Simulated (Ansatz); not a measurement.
A nudged elastic band was laid between two geometries of H2O + H5NSi (10 atoms, charge 0, multiplicity 1).

Level of theory: Ansatz 0.2.0, RKS BLYP/def2-SVP.

```yaml
movable_images: 7
climbing_image: yes
spring: 5.0 eV/Å²
optimiser: quadratic models (default)
start_path: through a guess of the saddle point
force_threshold: 0.05 eV/Å
iteration_limit: 60
end_points: relaxed
```

First end point:

```xyz
10
Properties=species:S:1:pos:R:3
Si -0.142 0.340 0.111
N 0.005 -0.011 1.848
H -0.875 -0.110 2.369
H 0.621 0.620 2.376
H 1.238 0.459 -0.446
H -0.884 1.618 -0.196
H -0.915 -0.781 -0.511
O 1.437 -2.411 1.041
H 0.691 -3.019 0.864
H 0.998 -1.695 1.567
```

Last end point:

```xyz
10
Properties=species:S:1:pos:R:3
Si 0.035 -0.462 -0.307
N 0.335 0.118 2.433
H -0.467 0.354 3.034
H 1.134 0.659 2.793
H 1.139 0.546 -0.291
H -1.284 0.142 0.053
H -0.096 -0.905 -1.755
O 0.395 -1.902 0.535
H 0.432 -2.663 -0.073
H 0.549 -0.875 2.601
```

(1) What changes between the two ends?

(2) What energy profile does the band end with?

(3) What is the geometry of the highest image?

(4) What are the harmonic wavenumbers there?

Answers

(1) Bonds broken: Si1–N2, O8–H10. Bonds formed: Si1–O8, N2–H10. H2O + H5NSi becomes H3N + H4OSi.

(2) It converged. The highest image is number 4 of 0 to 8, 21.2 kcal/mol above the first end and 29.0 kcal/mol above the last; the last end lies 7.8 kcal/mol below the first. A vibrational analysis at the climbing image gives one clearly imaginary mode, 888i cm⁻¹: a first-order saddle point. The orbitals stay closed-shell, which can raise the energy where a bond breaks towards radicals; this wasn't checked here.

```csv
image,path coordinate (Å),energy (kcal/mol),Si1–N2 (Å),O8–H10 (Å),Si1–O8 (Å)
0,0.00,0.0,1.78,0.99,3.31
1,0.41,0.4,1.78,0.99,3.08
2,0.82,3.8,1.81,1.00,2.69
3,1.23,12.4,1.87,1.06,2.30
4,1.65,21.2,1.95,1.32,2.04
5,2.39,11.4,2.15,1.77,1.81
6,3.13,0.3,2.36,2.00,1.74
7,3.87,-7.0,2.58,2.28,1.71
8,4.61,-7.8,2.82,2.31,1.71
```

(3) 
```xyz
10
Properties=species:S:1:pos:R:3:forces:R:3
Si 0.110 -0.127 0.100 0.00 0.00 -0.01
N 0.103 -0.147 2.053 0.03 0.02 0.01
H -0.830 -0.103 2.486 0.00 -0.01 0.00
H 0.688 0.583 2.485 -0.01 0.00 0.01
H 1.403 0.318 -0.513 0.00 0.00 0.00
H -0.689 1.183 0.007 0.00 0.00 0.00
H -0.851 -1.012 -0.657 0.00 0.00 0.00
O 1.051 -1.824 0.738 0.00 0.00 0.01
H 0.563 -2.634 0.490 0.00 0.00 0.00
H 0.624 -1.227 1.834 0.00 -0.01 -0.01
```

(4) 888i, 239, 250, 439, 472, 478, 563, 646, 715, 733, 820, 858, 982, 1041, 1087, 1456, 1556, 1821, 1955, 2086, 2160, 3381, 3469, 3670 cm⁻¹.

The run took 110 s on 2 threads of Arm Neoverse V2, on a shared host, peak memory 0.11 GiB.
